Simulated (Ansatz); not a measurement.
Worked example: correlation energy of HGe–PH, doublet

Geometry: a PBE0/def2-TZVP stationary point for this spin, not checked as a minimum.

```json
{"atom": "Ge", "x (Å)": "0.0000", "y (Å)": "-0.0562", "z (Å)": "0.6389"}
{"atom": "P", "x (Å)": "0.0000", "y (Å)": "0.1316", "z (Å)": "-1.4889"}
{"atom": "H", "x (Å)": "0.0000", "y (Å)": "1.2721", "z (Å)": "1.4631"}
{"atom": "H", "x (Å)": "0.0000", "y (Å)": "-1.2656", "z (Å)": "-1.7544"}
```

Basis cc-pVTZ; Ansatz 0.2.0. Only valence electrons are correlated (noble-gas cores and the filled d shells of p-block atoms frozen), which leaves 11 electrons in 86 orbitals. R marks a restricted (for open shells ROHF) determinant. No spin–orbit coupling is included, and no scalar relativity.

Full CI isn't at hand for all of this; RCCSDT(Q) serves as the reference, and is uncertain by about the last step of the cluster series.

Runs differ by some tens of microhartree through their thresholds and, for an open shell, their frozen cores, so steps under 0.03 kcal/mol mean nothing.

```tsv
level	total energy (hartree)
RHF	-2417.263700
RMP2	-2417.510732
RCCSD	-2417.541405
RCCSD(T)	-2417.557409
RCCSDT	-2417.558819
RCCSDT(Q)	-2417.560124
```

Q: What is the correlation energy at RCCSDT(Q), and what share of it do RMP2 and RCCSDT recover?

A: E(corr) = -2417.560124 − (-2417.263700) = -0.296424 hartree = -8.066 eV. RMP2: -0.247032 / -0.296424 = 83.34 %. RCCSDT: -0.295119 / -0.296424 = 99.56 %.

Q: By how many kcal/mol does RCCSD(T) miss RCCSDT(Q) (1 hartree = 627.509 kcal/mol), and which steps make up the rest?

A: -2417.557409 − (-2417.560124) = 0.002715 hartree = 1.70 kcal/mol. Steps: RCCSDT − RCCSD(T) = -0.88, RCCSDT(Q) − RCCSDT = -0.82 kcal/mol. Differences between like states or geometries often cancel part of this.
